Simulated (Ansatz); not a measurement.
# AlSiH6 (doublet): wave-function methods side by side at distance Al1–H4 along a hydrogen transfer = 2.190 Å, cc-pVDZ

How much of the correlation energy of AlSiH6 (doublet) does each wave-function method recover here?

Method: cc-pVDZ, core rule «outside noble gas», up to 10 orbitals frozen; program: Ansatz 0.2.0, Gaussian basis.

Plan: UHF; CCSD(T) on ROHF; CCSD(T) on UHF; BCCD(T) on ROHF; CISD; CCSDT(Q) on ROHF; CCSDT(Q) on UHF; CASSCF and MRCISD+Q, 3 electrons in 3 orbitals; CASSCF and NEVPT2, 3 electrons in 3 orbitals; CASSCF and MRCISD+Q, 9 electrons in 9 orbitals; CASSCF and NEVPT2, 9 electrons in 9 orbitals.

## 1. What is computed

The geometry derives from fragments relaxed apart (PBE0/def2-TZVP) and kept rigid, so it is no stationary point. A hydrogen atom is moved between rigid fragments.

8 atoms, charge 0, spin multiplicity 2.

Atoms are counted from 1 here; the program's logs count them from 0.

Bond lengths: Al1–H2 1.586 Å, Al1–H3 1.586 Å, H4–Si5 1.682 Å, Si5–H6 1.486 Å, Si5–H7 1.486 Å, Si5–H8 1.486 Å. Angles: H2–Al1–H3 120.0°, H4–Si5–H6 107.6°, H4–Si5–H7 107.6°, H4–Si5–H8 107.6°, H6–Si5–H7 111.3°, H6–Si5–H8 111.3°, H7–Si5–H8 111.3°.

## 2. UHF

The input, in.yaml:

```yaml
crystal:
  periodic: [false, false, false]
  atoms:
    - {symbol: Al, position_ang: [-2.003199, 0.000000, 0.000000]}
    - {symbol: H, position_ang: [-2.796123, 1.373384, 0.000000]}
    - {symbol: H, position_ang: [-2.796123, -1.373384, 0.000001]}
    - {symbol: H, position_ang: [0.186801, 0.000000, 0.000000]}
    - {symbol: Si, position_ang: [1.868801, 0.000000, 0.000000]}
    - {symbol: H, position_ang: [2.318773, -1.416253, 0.000000]}
    - {symbol: H, position_ang: [2.318775, 0.708126, -1.226512]}
    - {symbol: H, position_ang: [2.318775, 0.708127, 1.226511]}
basis:
  gaussian: {orbitals: cc-pVDZ}
magnetization: {spin_polarized: true, initial_magnetization: 1}
hamiltonian: {xc: hf}
output: {orbitals: {seedname: orbitals}}
```

The run is started by

```console
ansatz run in.yaml --threads 1 --pin off --events-out ev --progress --plain --max-ram 3968MiB --backend cpu
```

After this run come: CCSD(T) on ROHF; CCSD(T) on UHF; BCCD(T) on ROHF; CISD; CCSDT(Q) on ROHF; CCSDT(Q) on UHF; CASSCF and MRCISD+Q, 3 electrons in 3 orbitals; CASSCF and NEVPT2, 3 electrons in 3 orbitals; CASSCF and MRCISD+Q, 9 electrons in 9 orbitals; CASSCF and NEVPT2, 9 electrons in 9 orbitals.

**Question.** What will the summary of the whole plan be? Wanted: UCCSDT(Q) below the RHF energy; RMP2 from UCCSDT(Q); UMP2 from UCCSDT(Q); RCCSD from UCCSDT(Q); RCCSD(T) from UCCSDT(Q); UCCSD(T) from UCCSDT(Q); RCCSDT(Q) from UCCSDT(Q); NEVPT2 pair from UCCSDT(Q); NEVPT2 frontier from UCCSDT(Q).

As calculated:

| quantity | value |
| --- | --- |
| UCCSDT(Q) below the RHF energy | -6.5230 eV |
| RMP2 from UCCSDT(Q) | +1553.2 meV |
| UMP2 from UCCSDT(Q) | +1554.6 meV |
| RCCSD from UCCSDT(Q) | +159.9 meV |
| RCCSD(T) from UCCSDT(Q) | +36.8 meV |
| UCCSD(T) from UCCSDT(Q) | +37.2 meV |
| RCCSDT(Q) from UCCSDT(Q) | +0.4 meV |
| NEVPT2 pair from UCCSDT(Q) | +1537.0 meV |
| NEVPT2 frontier from UCCSDT(Q) | +1458.0 meV |
| levels within 1 kcal/mol (43 meV) | RCCSD(T), UCCSD(T), BCCD(T), RCCSDT, UCCSDT, RCCSDT(Q) |
| T1 diagnostic | 0.018 |

**Reading.** RCCSD(T) misses by +36.8 meV, 0.6 % of the correlation energy. Of the multireference levels listed NEVPT2 frontier comes nearest in total energy (+1458.0 meV), which doesn't show that its space is the better one. These misses are within one basis, not against nature; the frozen cores of restricted and unrestricted runs differ, which can shift their rows.
